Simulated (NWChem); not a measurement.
**Correlation energy of Al (+1)**

```
Al
```
Charge +1, spin multiplicity 1.

All runs are NWChem calculations.

Basis set: def2-TZVP. Each correlation energy counts from its own Hartree-Fock reference.

The correlated methods keep 5 core orbitals frozen. Coupled-cluster values serve here as a point of comparison, not as the truth.

### Question
Order these methods by the correlation energy they give, lowest first: MP2, SCS-MP2, CCSD.

### Answer
CCSD (-39.3 mHa), SCS-MP2 (-32.7 mHa), MP2 (-27.3 mHa)
